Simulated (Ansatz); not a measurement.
```yaml
crystal:
  periodic: [true, true, true]
  atoms:
    - {symbol: N, position_ang: [0.000000, 0.000000, -0.001665]}
    - {symbol: H, position_ang: [-0.000000, -0.000000, 0.996426]}
basis:
  gaussian: {orbitals: def2-mTZVPP}
magnetization: {spin_polarized: true, initial_magnetization: 2}
hamiltonian: {xc: {name: HF}}
```

```sh
$ ansatz run in.yaml --threads 2 --pin off --events-out ev --progress --plain --max-ram 22528MiB --backend cpu
```

It prints (some lines left out):

```
Error: YAML parse error: error: line 2 column 3: crystal: missing field `lattice` (a structure is typed as `lattice` and `atoms`, a molecule's as `atoms` in Å alone, or read from a run's directory, `checkpoint`)
 --> <input>:2:3
1 | crystal:
2 |   periodic: [true, true, true]
3 |   atoms:
4 |     - {symbol: N, position_ang: [0.000000, 0.000000, -0.001665]}
```

In this input the molecule is marked periodic without a cell. The input was rejected before any iteration.
